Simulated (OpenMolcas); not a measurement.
# [BH3]− (SMILES [BH3-]): a chain of runs

Wanted: a single-point energy (UHF/3-21G), then a single-point energy (CASSCF(3,3)/3-21G), then a single-point energy (CASPT2(3,3)/3-21G), then the energy (SC-NEVPT2(3,3)/3-21G), then the energy (MRCI(3,3)/3-21G) of [BH3]−. 

The calculation is run with OpenMolcas 26.06.

**1. The system as given**

The species is [BH3]− (4 atoms), meant as a doublet with charge -1. SMILES: `[BH3-]`. The B1–H3 distance was set to 2.194 Å, away from the relaxed value. At this shape a bond of the SMILES string is far longer than usual.

Bond lengths: B1–H2 1.254 Å, B1–H4 1.254 Å. Angles: H2–B1–H4 111.5°.

**2. The energy at UHF/3-21G (run 1)**

Contents of input.xyz:

```xyz
4

B      0.472688     0.805516    -0.497953
H      1.239338     1.295406     0.364337
H     -0.279230    -1.161080     0.118390
H     -0.466012     1.588706    -0.777233
```

Contents of step1.inp:

```
>>> EXPORT MOLCAS_PRINT=2

&GATEWAY
 BasLib=$CurrDir
 Coord=input.xyz
 Basis=3-21G
 Group=NoSym

&SEWARD

&SCF
 UHF
 Charge=-1
 Spin=2
 Scramble=0.25
 PrOrbitals=1 1
```

The basis set 3-21G is read from a file made from the Basis Set Exchange's data (not shown).

On the command line:

```bash
$ export MOLCAS_MEM=1860
$ pymolcas step1.inp > step1.log
```

The log of the run:

```text
--- Start Module: gateway ---
[...]
--- Stop Module: gateway /rc=_RC_ALL_IS_WELL_ ---
--- Start Module: seward ---
[...]
      Basis functions           15
--- Stop Module: seward /rc=_RC_ALL_IS_WELL_ ---
--- Start Module: scf ---
[...]
       Convergence after  25 Iterations
[...]
::    Total SCF energy                                -26.0993839022
[...]
      Total spin, S                                     0.6267781829
[...]
      Total electronic charge=    9.000000
      Total            charge=   -1.000000
[...]
      Dipole Moment (debye):
      Origin of the operator (angstrom)=    0.4063    0.7557   -0.4118
                   X=  7.9729E-01               Y=  2.2312E+00               Z= -6.1391E-01           Total=  2.4476E+00
      Center of Charge (angstrom)
[...]
--- Stop Module: scf /rc=_RC_ALL_IS_WELL_ ---
[...]
```

Wall time 2 s (1 thread of Arm Neoverse V1, shared host); peak memory 0.37 GiB.

**3. A single-point energy at CASSCF(3,3)/3-21G (run 2)**

input.xyz is that of step 2.

Contents of step2.input:

```
>>> EXPORT MOLCAS_PRINT=2
&GATEWAY
BasLib = $CurrDir
Coord = input.xyz
Basis = 3-21G
Group = NoSym
&SEWARD
&RASSCF
FileOrb = $CurrDir/step1.UnaOrb
Spin = 2
Nactel = 3 0 0
Inactive = 3
Ras2 = 3
OrbListing = Nothing
OrbAppear = Compact
```

The basis set 3-21G is read from a file made from the Basis Set Exchange's data (not shown).

On the command line:

```bash
$ export MOLCAS_MEM=1860
$ pymolcas step2.input > step2.log
```

The log of the run:

```text
--- Start Module: gateway ---
[...]
--- Stop Module: gateway /rc=_RC_ALL_IS_WELL_ ---
--- Start Module: seward ---
[...]
      Basis functions           15
--- Stop Module: seward /rc=_RC_ALL_IS_WELL_ ---
--- Start Module: rasscf ---
[...]
      Number of active orbitals                  3
[...]
      Spin quantum number                      0.5
[...]
      Active orbitals                            3
[...]
      Number of CSFs                             8
[...]
      Number of root(s) required                 1
[...]
      Convergence after  9 iterations
[...]
      printout of CI-coefficients larger than  0.05 for root  1
      energy=     -26.123665
      conf/sym  111     Coeff  Weight
             1  2u0   0.97038 0.94164
             4  udu   0.06283 0.00395
             5  02u   0.06348 0.00403
             8  0u2   0.21610 0.04670
      Natural orbitals and occupation numbers for root  1
      sym 1:   1.891018   1.001719   0.107263
      ************************************************************************************************************************
      *                                                    Final results                                                     *
[...]
::    RASSCF root number  1 Total energy:    -26.12366464
[...]
      Total electronic charge=    9.000000
      Total            charge=   -1.000000
[...]
      Dipole Moment (debye):
      Origin of the operator (angstrom)=    0.4063    0.7557   -0.4118
                   X=  6.5009E-01               Y=  2.0036E+00               Z= -4.5269E-01           Total=  2.1545E+00
      Center of Charge (angstrom)
[...]
--- Stop Module: rasscf /rc=_RC_ALL_IS_WELL_ ---
[...]
```

It took 1.7 s on 1 thread of Arm Neoverse V1, shared host; peak memory 0.37 GiB.

**4. The energy at CASPT2(3,3)/3-21G (run 3)**

input.xyz is that of step 3.

Contents of step3.input:

```
>>> EXPORT MOLCAS_PRINT=2

&GATEWAY
 BasLib=$CurrDir
 Coord=input.xyz
 Basis=3-21G
 Group=NoSym

&SEWARD

&RASSCF
 FileOrb=$CurrDir/step2.RasOrb
 Spin=2
 Nactel=3 0 0
 Inactive=3
 Ras2=3
 OrbListing=Nothing
 OrbAppear=Compact

&CASPT2
 Imaginary=0.1
 Frozen=1
```

The basis set 3-21G is read from a file made from the Basis Set Exchange's data (not shown).

On the command line:

```bash
$ export MOLCAS_MEM=1860
$ pymolcas step3.input > step3.log
```

The log of the run:

```text
--- Start Module: gateway ---
[...]
--- Stop Module: gateway /rc=_RC_ALL_IS_WELL_ ---
[...]
      Basis functions           15
[...]
--- Start Module: rasscf ---
[...]
      Number of active orbitals                  3
[...]
      Spin quantum number                      0.5
[...]
      Active orbitals                            3
[...]
      Number of CSFs                             8
[...]
      Number of root(s) required                 1
[...]
      Convergence after  4 iterations
[...]
      printout of CI-coefficients larger than  0.05 for root  1
      energy=     -26.123665
      conf/sym  111     Coeff  Weight
             1  2u0   0.97038 0.94164
             4  udu   0.06283 0.00395
             5  02u   0.06348 0.00403
             8  0u2   0.21610 0.04670
      Natural orbitals and occupation numbers for root  1
      sym 1:   1.891020   1.001719   0.107262
      ************************************************************************************************************************
      *                                                    Final results                                                     *
[...]
::    RASSCF root number  1 Total energy:    -26.12366464
[...]
      Total electronic charge=    9.000000
      Total            charge=   -1.000000
[...]
      Dipole Moment (debye):
      Origin of the operator (angstrom)=    0.4063    0.7557   -0.4118
                   X=  6.5009E-01               Y=  2.0036E+00               Z= -4.5268E-01           Total=  2.1545E+00
      Center of Charge (angstrom)
[...]
--- Stop Module: rasscf /rc=_RC_ALL_IS_WELL_ ---
--- Start Module: caspt2 ---
[...]
 ###    WARNING: User changed nr of frozen orbitals.                         ###
 ###############################################################################
[...]
      E2 (Variational):          -0.0467714203
      Total energy:             -26.1704360622
[...]
      Reference weight:           0.97867
[...]
::    CASPT2 Root  1     Total energy:    -26.17043606
[...]
--- Stop Module: caspt2 /rc=_RC_ALL_IS_WELL_ ---
[...]
```

Wall time 1.8 s (1 thread of Arm Neoverse V1, shared host); peak memory 0.37 GiB.

**5. A single-point energy at SC-NEVPT2(3,3)/3-21G (run 4)**

input.xyz is that of step 4.

Contents of step4.inp:

```
* BH3 NEVPT2
>>> EXPORT MOLCAS_PRINT=2

&gateway
 baslib=$CurrDir
 coord=input.xyz
 basis=3-21G
 group=NoSym

&seward

&rasscf
 fileorb=$CurrDir/step2.RasOrb
 spin=2
 nactel=3 0 0
 inactive=3
 ras2=3
 orblisting=Nothing
 orbappear=Compact

&caspt2
 sc-nevpt2
 frozen=1
```

The basis set 3-21G is read from a file made from the Basis Set Exchange's data (not shown).

On the command line:

```bash
$ export MOLCAS_MEM=1860
$ pymolcas step4.inp > step4.log
```

The log of the run:

```text
--- Start Module: gateway ---
[...]
--- Stop Module: gateway /rc=_RC_ALL_IS_WELL_ ---
[...]
      Basis functions           15
[...]
--- Start Module: rasscf ---
[...]
      Number of active orbitals                  3
[...]
      Spin quantum number                      0.5
[...]
      Active orbitals                            3
[...]
      Number of CSFs                             8
[...]
      Number of root(s) required                 1
[...]
      Convergence after  4 iterations
[...]
      printout of CI-coefficients larger than  0.05 for root  1
      energy=     -26.123665
      conf/sym  111     Coeff  Weight
             1  2u0   0.97038 0.94164
             4  udu   0.06283 0.00395
             5  02u   0.06348 0.00403
             8  0u2   0.21610 0.04670
      Natural orbitals and occupation numbers for root  1
      sym 1:   1.891020   1.001719   0.107262
      ************************************************************************************************************************
      *                                                    Final results                                                     *
[...]
::    RASSCF root number  1 Total energy:    -26.12366464
[...]
      Total electronic charge=    9.000000
      Total            charge=   -1.000000
[...]
      Dipole Moment (debye):
      Origin of the operator (angstrom)=    0.4063    0.7557   -0.4118
                   X=  6.5009E-01               Y=  2.0036E+00               Z= -4.5268E-01           Total=  2.1545E+00
      Center of Charge (angstrom)
[...]
--- Stop Module: rasscf /rc=_RC_ALL_IS_WELL_ ---
--- Start Module: caspt2 ---
[...]
 ###    WARNING: User changed nr of frozen orbitals.                         ###
 ###############################################################################
[...]
      E2 (Variational):          -0.0462124433
[...]
      E2 (Variational):          -0.0461447327
      Total energy:             -26.1698093746
[...]
      Reference weight:           0.97895
[...]
::    SC-NEVPT2 Root  1     Total energy:    -26.16980937
[...]
--- Stop Module: caspt2 /rc=_RC_ALL_IS_WELL_ ---
[...]
```

It took 1.7 s on 1 thread of Arm Neoverse V1, shared host; peak memory 0.37 GiB.

**6. The energy at MRCI(3,3)/3-21G (run 5)**

input.xyz is that of step 5.

Contents of step5.inp:

```
* BH3 MRCI
>>> EXPORT MOLCAS_PRINT=2

&GATEWAY
  BASLIB=$CurrDir
  COORD=input.xyz
  BASIS=3-21G
  GROUP=NoSym

&SEWARD

&RASSCF
  FILEORB=$CurrDir/step2.RasOrb
  SPIN=2
  NACTEL=3 0 0
  INACTIVE=3
  RAS2=3
  ORBLISTING=Nothing
  ORBAPPEAR=Compact

&MOTRA
  LUMORB
  FROZEN=1

&GUGA
  ELECTRONS=7
  SPIN=2
  INACTIVE=2
  ACTIVE=3
  CIALL=1

&MRCI
  SDCI
```

The basis set 3-21G is read from a file made from the Basis Set Exchange's data (not shown).

On the command line:

```bash
$ export MOLCAS_MEM=1860
$ pymolcas step5.inp > step5.log
```

The log of the run:

```text
--- Start Module: gateway ---
[...]
--- Stop Module: gateway /rc=_RC_ALL_IS_WELL_ ---
[...]
      Basis functions           15
[...]
      Number of active orbitals                  3
[...]
      Spin quantum number                      0.5
[...]
      Active orbitals                            3
[...]
      Number of CSFs                             8
[...]
      Number of root(s) required                 1
[...]
      Convergence after  4 iterations
[...]
      printout of CI-coefficients larger than  0.05 for root  1
      energy=     -26.123665
      conf/sym  111     Coeff  Weight
             1  2u0   0.97038 0.94164
             4  udu   0.06283 0.00395
             5  02u   0.06348 0.00403
             8  0u2   0.21610 0.04670
      Natural orbitals and occupation numbers for root  1
      sym 1:   1.891020   1.001719   0.107262
      ************************************************************************************************************************
      *                                                    Final results                                                     *
[...]
::    RASSCF root number  1 Total energy:    -26.12366464
[...]
      Dipole Moment (debye):
      Origin of the operator (angstrom)=    0.4063    0.7557   -0.4118
                   X=  6.5009E-01               Y=  2.0036E+00               Z= -4.5268E-01           Total=  2.1545E+00
      Center of Charge (angstrom)
[...]
      *** WARNING: Default frozen orbitals is overwritten by user input.
      *** Default values:   1
[...]
--- Start Module: guga ---
[...]
--- Stop Module: guga /rc=_RC_ALL_IS_WELL_ ---
--- Start Module: mrci ---
[...]
       (But an ACPF correction will be computed)
       USE THE DEFAULT ACPF G-VALUE GFAC=  0.28571428571428570
[...]
                      CI ENERGY:   -26.18423956
[...]
                ACPF CORRECTION:    -0.00172494
[...]
      Total electronic charge=    9.000000
      Total            charge=   -1.000000
[...]
     ACPF CORRECTION:     -0.00172494
[...]
  CI State   1     Total energy:    -26.18423956     QDav:     -0.00244273     QACPF:     -0.00172494
[...]
--- Stop Module: mrci /rc=_RC_ALL_IS_WELL_ ---
[...]
```

It took 1.8 s on 1 thread of Arm Neoverse V1, shared host; peak memory 0.37 GiB.

**7. Results**

| quantity | value |
| --- | --- |
| run 1, UHF/3-21G: total energy | -26.09938 Eh |
| run 1, UHF/3-21G: HOMO energy (highest over α and β) | -0.73 eV |
| run 1, UHF/3-21G: LUMO energy (lowest over α and β) | 10.31 eV |
| run 1, UHF/3-21G: ⟨S²⟩ | 1.020 |
| run 2, CASSCF(3,3)/3-21G: total energy | -26.12366 Eh |
| run 3, CASPT2(3,3)/3-21G: total energy | -26.17044 Eh |
| run 4, SC-NEVPT2(3,3)/3-21G: total energy | -26.16981 Eh |
| run 5, MRCI(3,3)/3-21G: total energy | -26.18424 Eh |

**Reading.** ⟨S²⟩ (run 1, UHF/3-21G) is 1.02 where a pure doublet has 0.75: the reference is spin-contaminated. Mulliken charges (run 4, SC-NEVPT2(3,3)/3-21G) of the CASSCF density run from -0.35 on B1 to -0.18 on H2. Mulliken charges (run 5, MRCI(3,3)/3-21G) of the CASSCF density run from -0.35 on B1 to -0.18 on H2.
